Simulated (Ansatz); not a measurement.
Input for Ansatz (development build ahead of 0.2.0):

```yaml
crystal:
  periodic: [false, false, false]
  atoms:
    - { symbol: Cl, position_ang: [0.0, 0.0, 0.0] }
    - { symbol: H, position_ang: [1.79815, 0.0, 1.03816] }
    - { symbol: H, position_ang: [-1.79815, 0.0, 1.03816] }
basis:
  gaussian: { orbitals: "6-31G" }
magnetization:
  initial_magnetization: 3
hamiltonian:
  xc: hf
correlation:
  method: fci
  frozen_orbitals: { Cl: 5, H: 0 }
```

The input is written out in the form of the current development build from the run's settings.

Output:

```
Converged    : yes
Total energy : -460.43285 hartree
State        : lowest quartet root, of any spatial symmetry
```
